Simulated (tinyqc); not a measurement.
Pariser-Parr-Pople SCF with singles CI, for the molecule O=Cc1[cH+]n1 (SMILES; centres numbered as the heavy atoms are written), step by step. Computed by tinyqc, a small Python program that keeps every step. Settings: charge = 1, gamma = MN, start = huckel, damping = 0, iteration cap = 50, excitations kept = 4. Command: `OMP_NUM_THREADS=1 python tinyqc.py 31849 31850 out.jsonl` (the two numbers bound the seeds that draw the settings). One thread of a shared host (Intel(R) Xeon(R) Processor @ 2.60GHz), about 0.01 s of CPU time with the checks. Later iterations appear only in the table of the cycle.

## PPP integrals

Centres (angstrom, eV; a flat drawing with bonds scaled to 1.40 angstrom):
```
centre          x          y  core charge z          W   gamma_rr
1O      -2.084000   0.387000              1  17.700000  15.200000
2C      -1.065000  -0.573000              1  11.160000  11.130000
3C       0.276000  -0.170000              1  11.160000  11.130000
4C       1.638000  -0.492000              1  11.160000  11.130000
5N       1.236000   0.849000              1  14.100000  12.300000
```

Resonance integrals (eV):
```
i  j       beta
1  2  -2.510000
2  3  -2.390000
3  4  -2.390000
4  5  -2.510000
5  3  -2.510000
```

Mataga-Nishimoto: gamma = 14.399645/(R + a), a = 2 x 14.399645/(gamma_rr + gamma_ss); H_rr = -W_r - sum_(s != r) z_s gamma_rs; H_rs = beta for bonds.

repulsion gamma_rs (eV), order 1O, 2C, 3C, 4C, 5N:
$$\begin{pmatrix}
15.200000 & 5.774251 & 4.092410 & 2.927847 & 3.273213 \\
5.774251 & 11.130000 & 5.345050 & 3.601728 & 3.660213 \\
4.092410 & 5.345050 & 11.130000 & 5.346441 & 5.476922 \\
2.927847 & 3.601728 & 5.346441 & 11.130000 & 5.476979 \\
3.273213 & 3.660213 & 5.476922 & 5.476979 & 12.300000
\end{pmatrix}$$

core matrix H (eV), order 1O, 2C, 3C, 4C, 5N:
$$\begin{pmatrix}
-33.767722 & -2.510000 & 0.000000 & 0.000000 & 0.000000 \\
-2.510000 & -29.541242 & -2.390000 & 0.000000 & 0.000000 \\
0.000000 & -2.390000 & -31.420823 & -2.390000 & -2.510000 \\
0.000000 & 0.000000 & -2.390000 & -28.512995 & -2.510000 \\
0.000000 & 0.000000 & -2.510000 & -2.510000 & -31.987327
\end{pmatrix}$$

## Starting guess

pi electrons, sum of z_r less the charge = 4

Orbitals of the Hueckel matrix of the beta values.

P at the start, order 1O, 2C, 3C, 4C, 5N:
$$\begin{pmatrix}
0.855662 & 0.911460 & 0.185539 & -0.240125 & -0.237323 \\
0.911460 & 1.032330 & 0.401916 & -0.060655 & -0.054586 \\
0.185539 & 0.401916 & 0.719494 & 0.596771 & 0.607635 \\
-0.240125 & -0.060655 & 0.596771 & 0.687164 & 0.696175 \\
-0.237323 & -0.054586 & 0.607635 & 0.696175 & 0.705350
\end{pmatrix}$$

## Iteration 1: Fock matrix

F_rr = H_rr + P_rr gamma_rr / 2 + sum_(s != r) P_ss gamma_rs; F_rs = H_rs - P_rs gamma_rs / 2; E = tr P (H + F) / 2 + core repulsion sum_(r<s) z_r z_s gamma_rs.

F (eV), order 1O, 2C, 3C, 4C, 5N:
$$\begin{pmatrix}
-14.038620 & -5.141500 & -0.379650 & 0.351525 & 0.388405 \\
-5.141500 & -9.953077 & -3.464131 & 0.109231 & 0.099898 \\
-0.379650 & -3.464131 & -10.860235 & -3.985299 & -4.173984 \\
0.351525 & 0.109231 & -3.985299 & -10.755590 & -4.416467 \\
0.388405 & 0.099898 & -4.173984 & -4.416467 & -13.365919
\end{pmatrix}$$

pi energy = -62.835039 eV

## Iteration 1: orbitals and new P

Diagonalise F (the basis is taken as orthonormal) and form P = 2 sum c c over the lowest orbitals.

orbital energies (eV): [-20.597230, -17.761153, -8.862385, -7.373676, -4.378995]

P after iteration 1, order 1O, 2C, 3C, 4C, 5N:
$$\begin{pmatrix}
1.260548 & 0.898869 & 0.211176 & -0.166231 & -0.227861 \\
0.898869 & 0.677100 & 0.295240 & 0.021383 & 0.012053 \\
0.211176 & 0.295240 & 0.614451 & 0.532267 & 0.660516 \\
-0.166231 & 0.021383 & 0.532267 & 0.563698 & 0.705864 \\
-0.227861 & 0.012053 & 0.660516 & 0.705864 & 0.884203
\end{pmatrix}$$

## Iteration 2: Fock matrix

As before.

F (eV), order 1O, 2C, 3C, 4C, 5N:
$$\begin{pmatrix}
-13.218622 & -5.105149 & -0.432110 & 0.243349 & 0.372919 \\
-5.105149 & -9.943532 & -3.179037 & -0.038509 & -0.022058 \\
-0.432110 & -3.179037 & -11.367101 & -3.812866 & -4.318798 \\
0.243349 & -0.038509 & -3.812866 & -11.118705 & -4.443000 \\
0.372919 & -0.022058 & -4.318798 & -4.443000 & -13.492442
\end{pmatrix}$$

pi energy = -63.856131 eV

## Iteration 2: orbitals and new P

As before.

orbital energies (eV): [-20.908171, -17.153809, -8.631406, -7.653602, -4.793414]

P after iteration 2, order 1O, 2C, 3C, 4C, 5N:
$$\begin{pmatrix}
1.203780 & 0.913160 & 0.215813 & -0.159561 & -0.229299 \\
0.913160 & 0.724493 & 0.300059 & 0.009869 & -0.010102 \\
0.215813 & 0.300059 & 0.623479 & 0.532848 & 0.661585 \\
-0.159561 & 0.009869 & 0.532848 & 0.560199 & 0.705047 \\
-0.229299 & -0.010102 & 0.661585 & 0.705047 & 0.888048
\end{pmatrix}$$

## Convergence

Stop when output and input P, before any damping, agree to 1e-7.

Course of the cycle:
```
iteration        E (eV)  largest |P(out) - P(in)|
1          -62.83503944                  4.05e-01
2          -63.85613087                  5.68e-02
3          -63.87409301                  6.52e-03
4          -63.87446546                  8.31e-04
5          -63.87448501                  2.88e-04
6          -63.87448687                  9.00e-05
7          -63.87448707                  3.20e-05
8          -63.87448710                  1.10e-05
9          -63.87448710                  3.86e-06
10         -63.87448710                  1.35e-06
11         -63.87448710                  4.76e-07
12         -63.87448710                  1.68e-07
13         -63.87448710                  5.95e-08
```

Converged in 13 iterations.

## Converged orbitals

Charges are z - P_rr.

orbital energies (eV): [-20.858828, -17.261523, -8.616118, -7.614634, -4.756191]

coefficients, order 1O, 2C, 3C, 4C, 5N:
$$\begin{pmatrix}
0.144698 & 0.764180 & -0.474788 & 0.141918 & -0.386686 \\
0.230302 & 0.553936 & 0.340240 & -0.147804 & 0.708877 \\
0.556508 & 0.035125 & 0.622298 & -0.129408 & -0.533915 \\
0.491727 & -0.194500 & -0.083801 & 0.819749 & 0.203378 \\
0.611987 & -0.264800 & -0.514330 & -0.518920 & 0.146765
\end{pmatrix}$$

pi charges: 1O -0.209818, 2C 0.280232, 3C 0.378131, 4C 0.440749, 5N 0.110706

## Singles CI, singlets

Over the 4 single excitations with the smallest orbital gaps: A = (e_a - e_i) delta + 2 (ia|jb) - (ij|ab), with (pq|rs) = sum c_mp c_mq gamma_mn c_nr c_ns. f = 2/3 w |mu|^2 in atomic units, mu = sqrt2 sum c_ia sum_m c_mi c_ma R_m.

singlet CI matrix (eV), order 2>3, 2>4, 1>3, 2>5:
$$\begin{pmatrix}
5.898893 & -0.152690 & 0.043568 & 0.779304 \\
-0.152690 & 6.517071 & -0.244848 & -0.207317 \\
0.043568 & -0.244848 & 8.931006 & 0.348982 \\
0.779304 & -0.207317 & 0.348982 & 9.017170
\end{pmatrix}$$

singlet excitation energies (eV): [5.700859, 6.491217, 8.693464, 9.478600]

oscillator strengths: [0.457990, 0.182610, 0.247816, 0.508691]

## Singles CI, triplets

Over the 4 single excitations with the smallest orbital gaps: A = (e_a - e_i) delta - (ij|ab), with (pq|rs) = sum c_mp c_mq gamma_mn c_nr c_ns.

triplet CI matrix (eV), order 2>3, 2>4, 1>3, 2>5:
$$\begin{pmatrix}
2.429299 & 0.626943 & -0.078187 & -1.841227 \\
0.626943 & 5.646870 & 0.520392 & 0.744846 \\
-0.078187 & 0.520392 & 5.940156 & -0.758308 \\
-1.841227 & 0.744846 & -0.758308 & 5.691759
\end{pmatrix}$$

triplet excitation energies (eV): [1.362632, 5.090742, 6.285332, 6.969378]
